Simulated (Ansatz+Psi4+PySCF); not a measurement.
Values are calculated unless marked as measured or tabulated.
This Ansatz input gave a total energy of -151.33238 hartree.

```yaml
crystal:
  periodic: [false, false, false]
  atoms:
    - { symbol: O, position_ang: [0.0, 0.73406, -0.05275] }
    - { symbol: O, position_ang: [0.0, -0.73406, -0.05275] }
    - { symbol: H, position_ang: [0.83955, 0.88075, 0.422] }
    - { symbol: H, position_ang: [-0.83955, -0.88075, 0.422] }
basis:
  gaussian: { orbitals: cc-pVTZ }
hamiltonian:
  xc: hf
correlation:
  method: mp2
  frozen_orbitals: { H: 0, O: 1 }
scf:
  omitted_lower_state_checks: [stability, starts, atomic_configurations, cluster_reference, orbital_swaps, given_window_search, neighbouring_geometries, increment]
```

**Question.** Write an input for PySCF with the same method and basis set.

**Answer.**

```python
from pyscf import gto, scf, mp

mol = gto.M(atom="""
O 0.000000 0.734060 -0.052750
O 0.000000 -0.734060 -0.052750
H 0.839550 0.880750 0.422000
H -0.839550 -0.880750 0.422000
""", basis='cc-pvtz', charge=0, spin=0)
mf = scf.RHF(mol)
mf.kernel()
pt = mp.MP2(mf, frozen=2).run()
print(mf.e_tot, pt.e_corr, pt.e_tot)
```

PySCF 2.14.0 gave -151.33238 hartree, 0.06 meV from the first.
